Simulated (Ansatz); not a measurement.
# HF/3-21G run of C2H6Si (SMILES CC[SiH])

Aim: the energy change on altering one bond length of C2H6Si at HF/3-21G, from 2 runs. 

The calculation is run with Ansatz 0.2.0.

60 further runs of the same task are left out: 60 set aside as unsound or not needed.

## 1. Starting point

C2H6Si: 9 atoms, total charge 0, spin state singlet. As SMILES, `CC[SiH]`. Geometry: relaxed at PBE0-D4/def2-TZVP. This is one conformer, not always the lowest.

Bond lengths: C1–C2 1.523 Å, C2–Si3 1.891 Å, C1–H4 1.094 Å, C1–H5 1.093 Å, C1–H6 1.092 Å, C2–H7 1.095 Å, C2–H8 1.111 Å, Si3–H9 1.532 Å. Some angles: C1–C2–Si3 121.0°, C1–C2–H7 111.7°, C1–C2–H8 109.8°, Si3–C2–H7 110.3°, Si3–C2–H8 97.9°, C2–C1–H4 112.0°, C2–C1–H5 111.1°, C2–C1–H6 111.0°, C2–Si3–H9 94.7°, H7–C2–H8 104.1°.

## 2. The energy at HF/3-21G

The input, molecule.yaml:

```yaml
crystal:
  periodic: [false, false, false]
  atoms:
    - {symbol: C, position_ang: [-0.593600, 0.495600, -0.562700]}
    - {symbol: C, position_ang: [0.423400, -0.563800, -0.158900]}
    - {symbol: Si, position_ang: [1.475100, -0.358700, 1.398700]}
    - {symbol: H, position_ang: [-1.208900, 0.173100, -1.407700]}
    - {symbol: H, position_ang: [-0.098000, 1.423000, -0.860500]}
    - {symbol: H, position_ang: [-1.258400, 0.736300, 0.269500]}
    - {symbol: H, position_ang: [1.051000, -0.864800, -1.004300]}
    - {symbol: H, position_ang: [-0.103000, -1.497700, 0.133400]}
    - {symbol: H, position_ang: [0.401100, 0.410600, 2.175300]}
basis:
  gaussian:
    orbitals: 3-21G.json
hamiltonian:
  xc: hf
accuracy: high
output: {orbitals: {seedname: orbitals}}
```

The basis set 3-21G is read from a file made from the Basis Set Exchange's data (not shown).

The run is started by

```
$ ansatz run molecule.yaml --threads 1 --pin off --max-ram 3480MiB --events-out events.jsonl --progress --plain --runs-dir runs
```

Standard output:

```text
Warning: RAYON_NUM_THREADS=1 ignored (pool sized by the plan → 1); use --threads N
Functional definition: HF
  name "HF"
  exchange = exact_x
  correlation = 0
1040 factors; integrals over basis functions are off by at most 4.1e-9 eV
mean field evaluation 1: about -9962.0144 eV, gradient 2.0e1 eV
mean field evaluation 2: about -9962.0010 eV, gradient 2.0e1 eV
mean field evaluation 4: about -9963.1087 eV, gradient 2.0e0 eV
mean field evaluation 8: about -9963.1228 eV, gradient 4.5e-4 eV
mean field -9963.12278075 eV, -366.1380089455 hartree, gradient 2.3e-8 eV, S^2 0.000000; 0 other end points of the search recorded, 0 dependent functions left out
reference -9963.12278075 eV, -366.1380089455 hartree; 16, 16 occupied and 27, 27 virtual orbitals, 1040 factors
Total energy: -9963.12278075 eV, -366.1380089455 hartree
```

Wall time 0.44 s (1 thread of Arm Neoverse V1, shared host).

## 3. The distorted shape, same level

The input, molecule.yaml:

```yaml
crystal:
  periodic: [false, false, false]
  atoms:
    - {symbol: C, position_ang: [-0.909087, 0.434075, -1.029946]}
    - {symbol: C, position_ang: [0.107913, -0.625325, -0.626146]}
    - {symbol: Si, position_ang: [1.475100, -0.358700, 1.398700]}
    - {symbol: H, position_ang: [-1.524387, 0.111575, -1.874946]}
    - {symbol: H, position_ang: [-0.413487, 1.361475, -1.327746]}
    - {symbol: H, position_ang: [-1.573887, 0.674775, -0.197746]}
    - {symbol: H, position_ang: [0.735513, -0.926325, -1.471546]}
    - {symbol: H, position_ang: [-0.418487, -1.559225, -0.333846]}
    - {symbol: H, position_ang: [0.401100, 0.410600, 2.175300]}
basis:
  gaussian:
    orbitals: 3-21G.json
magnetization:
  spin_polarized: false
  initial_magnetization: 0
hamiltonian:
  xc: hf
output: {orbitals: {seedname: orbitals}}
accuracy: high
```

The basis set 3-21G is read from a file made from the Basis Set Exchange's data (not shown).

The run is started by

```
$ ansatz run molecule.yaml --threads 1 --pin off --max-ram 3480MiB --events-out events.jsonl --progress --plain --runs-dir runs
```

Standard output:

```text
Warning: RAYON_NUM_THREADS=1 ignored (pool sized by the plan → 1); use --threads N
[... 4 set-up lines as earlier in the session ...]
1019 factors; integrals over basis functions are off by at most 9.4e-9 eV
mean field evaluation 1: about -9960.4590 eV, gradient 2.2e1 eV
mean field evaluation 2: about -9960.4440 eV, gradient 2.2e1 eV
mean field evaluation 4: about -9961.9815 eV, gradient 2.2e0 eV
mean field evaluation 8: about -9962.0092 eV, gradient 3.5e-4 eV
mean field -9962.00915802 eV, -366.0970840651 hartree, gradient 2.0e-8 eV, S^2 0.000000; 0 other end points of the search recorded, 0 dependent functions left out
reference -9962.00915802 eV, -366.0970840651 hartree; 16, 16 occupied and 27, 27 virtual orbitals, 1019 factors
Total energy: -9962.00915802 eV, -366.0970840651 hartree
```

It took 0.42 s on 1 thread of Arm Neoverse V1, shared host.

## 4. Results

Level: HF/3-21G.

```
                                                          quantity          value
                                         first shape: total energy  -366.13801 Eh
                                          first shape: HOMO energy       -8.51 eV
                                          first shape: LUMO energy        0.80 eV
                                        first shape: HOMO–LUMO gap        9.31 eV
                                     distorted shape: total energy  -366.09708 Eh
                                      distorted shape: HOMO energy       -8.27 eV
                                      distorted shape: LUMO energy        0.30 eV
                                    distorted shape: HOMO–LUMO gap        8.57 eV
energy change with the C2–Si3 bond stretched from 1.891 to 2.458 Å       1.114 eV
```

With the C2–Si3 bond stretched from 1.891 to 2.458 Å the energy rises by 1.11 eV (26 kcal/mol). The first shape isn't relaxed at this level, so the change isn't measured from a minimum.
